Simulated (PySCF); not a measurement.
Nitric acid, HNO3.
SMILES with atom numbers: `[O:1]=[N+:2]([O-:3])[OH:4]` (hydrogens: H5 on O4)

Theory: PBE0-D3(BJ)/def2-TZVP geometry optimisation, gas phase (PySCF 2.14.0).

**Question.** What internal coordinates does the optimisation give?

**Answer.** 
| bond | length (bohr) | order |
| --- | --- | --- |
| O1=N2 | 2.269 | double |
| N2–O3 | 2.240 | single |
| N2–O4 | 2.619 | single |
| O4–H5 | 1.833 | single |

Orders are formal, as drawn. A selection of angles:
| angle | degrees |
| --- | --- |
| O1–N2–O3 | 130.2 |
| O1–N2–O4 | 115.7 |
| O3–N2–O4 | 114.2 |
| N2–O4–H5 | 103.1 |

Dihedral angles: H5–O4–N2–O1 0° (synperiplanar).

The N–O distances run from 1.186 Å (N2–O3, drawn single in a drawing that doesn't fit all lengths) to 1.386 Å (N2–O4, drawn single in a drawing that doesn't fit all lengths), a spread of 0.200 Å. The 4 heavy atoms lie in one plane (0.000 Å rms). O4 (hydroxyl oxygen) is bent (angle 103.1°). N2 (nitrogen bonded to 3 O) is planar (angles 130.2°, 115.7° and 114.2°, sum 360.0°, 0.00 Å off the plane of its three neighbours).

Point group: Cs (every atom within 0.08 Å of its image). PBE0-D3(BJ)/def2-TZVP frequencies: not computed here. One conformer, not necessarily the lowest (O1–N2–O4–H 0°).

Time: 34 s of wall time; peak memory 0.51 GiB. Hardware: Arm Neoverse V1, one thread, no GPU, shared host with 32 logical CPUs at a one-minute load of 18. That covers the optimisation of the geometry.
